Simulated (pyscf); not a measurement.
Single points on ωB97X-D3(BJ)/def2-SVP structures (PySCF, gas phase).

**Question.** How much does it cost (ΔH, 298 K, ωB97M-D3(BJ)/def2-TZVP) to split F–Ti(F)(F)–Cl at its Cl–Ti bond into [F–Ti(F)–F]• + Cl•?

**Answer.** Cl–Ti to [F–Ti(F)–F]• + Cl•: 88.4 kcal/mol. The 7 functionals that were run give +84.2 (M06-2X) to +101.9 kcal/mol (PBE). The radicals are drawn with the spin at the cut bond; how far it spreads was not checked. Left out: the spin-orbit lowering of Cl. Open-shell species with a d-block atom are single-reference here; other states, and whether the spin sits on metal or ligand, were not checked.
